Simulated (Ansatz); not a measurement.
# C₄H₄F₂: how energies converge with the basis set

One table from this session's results is given with a row withheld; the runs are named, their logs left out.

Computed with Ansatz 0.2.0, Gaussian basis. Level: one geometry, several basis sets.

The runs, in order: PBE0-D4/def2-SVP; ωB97M-V/def2-SVP; PBE0-D4/def2-QZVPP; ωB97M-V/def2-QZVPP; the functionals' def2-TZVPP values are taken from earlier runs.

**The relaxed structure**

All runs share one geometry, relaxed beforehand with PBE0-D4 in a triple-zeta def2 set.

SMILES `CC#CC(F)F`, 10 atoms, charge 0, spin multiplicity 1.

Atoms are counted from 1 here; the program's logs count them from 0.

Bond lengths: C1–C2 1.447 Å, C1–H7 1.092 Å, C1–H8 1.092 Å, C1–H9 1.092 Å, C2–C3 1.200 Å, C3–C4 1.453 Å, C4–F5 1.358 Å, C4–F6 1.358 Å, C4–H10 1.095 Å. Angles: C2–C1–H7 110.9°, C2–C1–H8 110.6°, C2–C1–H9 110.6°, H7–C1–H8 108.3°, H7–C1–H9 108.2°, H8–C1–H9 108.1°, C1–C2–C3 179.2°, C2–C3–C4 177.8°, C3–C4–F5 110.9°, C3–C4–F6 110.8°, C3–C4–H10 112.3°, F5–C4–F6 107.2°, F5–C4–H10 107.7°, F6–C4–H10 107.7°.

The first run:

The input, in.yaml:

```yaml
crystal:
  periodic: [false, false, false]
  atoms:
    - {symbol: C, position_ang: [-0.480968, -1.612922, 1.213195]}
    - {symbol: C, position_ang: [-0.127464, -0.495183, 0.364999]}
    - {symbol: C, position_ang: [0.150277, 0.437802, -0.337304]}
    - {symbol: C, position_ang: [0.540266, 1.549058, -1.189064]}
    - {symbol: F, position_ang: [-0.180857, 1.552292, -2.340141]}
    - {symbol: F, position_ang: [0.312119, 2.736064, -0.569346]}
    - {symbol: H, position_ang: [0.333773, -2.338879, 1.261649]}
    - {symbol: H, position_ang: [-1.369298, -2.120541, 0.830473]}
    - {symbol: H, position_ang: [-0.695305, -1.271580, 2.228548]}
    - {symbol: H, position_ang: [1.600455, 1.512689, -1.459907]}
basis:
  gaussian: {orbitals: def2-SVP}
hamiltonian: {xc: pbe0, dispersion: d4}
output: {orbitals: {seedname: orbitals}}
```

Launch:

```
> ansatz run in.yaml --threads 4 --pin off --events-out ev --progress --plain --max-ram 10444MiB
```

Among the steps run: PBE0-D4 in def2-SVP; ωB97M-V in def2-SVP; PBE0-D4 in def2-QZVPP; ωB97M-V in def2-QZVPP.

One of the session's tables, all rows but one given; the rest of the session is left out.

It belongs to the step «Density functionals: the series». 

```
functional       basis  HOMO (eV)  LUMO (eV)
   PBE0-D4    def2-SVP      -8.14       0.50
   PBE0-D4  def2-TZVPP      -8.20       0.31
   PBE0-D4  def2-QZVPP      -8.22       0.25
   ωB97M-V    def2-SVP     -10.39       2.72
   ωB97M-V  def2-TZVPP          ?          ?
   ωB97M-V  def2-QZVPP     -10.48       1.62
```

Estimate the missing values for ωB97M-V, def2-TZVPP.

**Answer.** HOMO (eV): -10.45; LUMO (eV): 2.44. In the column «HOMO (eV)» it lies between ωB97M-V, def2-QZVPP (-10.48) and ωB97M-V, def2-SVP (-10.39).
